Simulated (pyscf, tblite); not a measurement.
HO–As(OH)–OH (SMILES O[As](O)O) -> H₂O (SMILES O) + O=As–OH (SMILES O=[As]O): energy along the mass-weighted descent from the GFN2-xTB saddle (tblite), relative to the relaxed reactant side.

```
s (amu^1/2 bohr) | E (kcal/mol)
    -7.62 | # 1.1
    -7.31 | # 1.5
    -6.96 | # 2.0
    -6.48 | ## 3.0
    -5.90 | ### 4.4
    -4.08 | ###### 7.8
    -2.04 | ########## 13.9
    0.000 | ############################## 40.2
     2.04 | ########################## 34.2
     3.74 | ####################### 31.0
     4.40 | ###################### 29.4
     4.96 | ##################### 28.2
     5.41 | #################### 27.4
     5.82 | #################### 26.9
     6.13 | #################### 26.5
```

Task: The GFN2-xTB barrier from the reactant side is 40.2 kcal/mol. What does ωB97X-D3(BJ) (PySCF) give from its own reactant-side minimum, in def2-SVP and in def2-TZVP?

Result: 31.7 kcal/mol in the double-zeta basis after reoptimising the saddle, and 34.0 kcal/mol in the triple-zeta single point, so the tight-binding barrier lies 6.2 kcal/mol over the latter. The imaginary mode goes from 1522i to 1265i cm⁻¹.
